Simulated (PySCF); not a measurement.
# SH, MP2: how much the basis matters

PySCF, UHF reference; doublet, unpaired electrons π ↑; De to H + S without counterpoise correction. Frozen cores follow the default of each basis and core potential.

```csv
basis,relativity,functions,Re (Å),ωe (cm⁻¹),De (eV),frozen orbitals
STO-3G,no relativity,10,1.354,3073,n/a,5
pcseg-1,no relativity,23,1.345,2801,3.30,5
"6-311G(d,p)",no relativity,32,1.338,2796,3.38,5
def2-SVPD,no relativity,35,1.347,2782,3.43,5
aug-cc-pVDZ/aug-cc-pV(D+d)Z,no relativity,41,1.348,2755,3.43,5
x2c-TZVPPall,spin-free X2C,56,1.335,2773,3.58,5
def2-TZVPPD,no relativity,68,1.336,2775,3.61,5
```

Q: How does each smaller set differ from the one with most functions, def2-TZVPPD?

A: STO-3G: +1.8 pm, +10.7 % in ωe; pcseg-1: +0.9 pm, +0.9 % in ωe, -0.31 eV in De; 6-311G(d,p): +0.2 pm, +0.8 % in ωe, -0.23 eV in De; def2-SVPD: +1.1 pm, +0.3 % in ωe, -0.18 eV in De; aug-cc-pVDZ/aug-cc-pV(D+d)Z: +1.2 pm, -0.7 % in ωe, -0.18 eV in De; x2c-TZVPPall: -0.1 pm, -0.1 % in ωe, -0.03 eV in De. All at MP2; the set with most functions is neither the basis-set limit nor always the best. The rows treat relativity differently, so the differences are not basis effects alone.

Correlated steps freeze 5 core orbitals. Correlated levels converge slowly with the basis: in double zeta they bind strong bonds too weakly, by up to about 1 eV, and carry superposition errors of some tenths. STO-3G is very small, so such numbers show the basis as much as the molecule. The state is the lowest determinant that a PBE0 search found; another state may lie lower at other levels.
